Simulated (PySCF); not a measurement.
# SMILES C1(C)=CC=NC1, C5H7N

Cartesian coordinates in Å; atom numbers follow the order of the lines, from 1:
```xyz
13

C    -1.7928   -0.1320   -0.0411
C    -0.3105   -0.1041    0.0015
C     0.5711   -1.1095    0.1494
C     1.8881   -0.5125    0.1178
N     1.8736    0.7578   -0.0354
C     0.4948    1.1571   -0.1247
H    -2.2064    0.4859    0.7558
H    -2.1636   -1.1475    0.0739
H    -2.1521    0.2684   -0.9891
H     0.3689   -2.1573    0.2703
H     2.8170   -1.0502    0.2100
H     0.2774    1.8752    0.6694
H     0.3301    1.6693   -1.0754
```

Computed with PySCF 2.14.0, TDDFT wB97X-D/def2-SVPD excited states, vertical, gas phase. Geometry: GFN2-xTB.

Question: Give the one- and two-photon strengths of the lowest singlets.

Answer: δ for parallel linear polarisation; σ at the peak of a Lorentzian of half width 0.1 eV, single beam; Ω is circular over linear.
| state | E (eV) | f | photon λ (nm) | δ (au) | σ (GM) | Ω | main |
| --- | --- | --- | --- | --- | --- | --- | --- |
| S1 | 4.86 | 0.003 | 510 | 1.08 | 0.01 | 1.50 | HOMO−1→LUMO 0.96 |
| S2 | 5.49 | 0.128 | 452 | 11.7 | 0.13 | 0.84 | HOMO→LUMO 0.98 |
| S3 | 7.03 | 0.003 | 353 | 9.38 | 0.17 | 1.50 | HOMO→LUMO+1 0.88 |
| S4 | 7.35 | 0.044 | 337 | 151 | 2.99 | 0.73 | HOMO−2→LUMO 0.70, HOMO→LUMO+4 0.28 |
| S5 | 7.65 | 0.000 | 324 | <0.1 | 0.00 | – | HOMO−3→LUMO 0.64, HOMO−1→LUMO+4 0.32 |

Among these, the strongest one-photon state is S2, the strongest two-photon state S4, with a dipole change of 1.0 D (relaxed, norm of the difference vector).
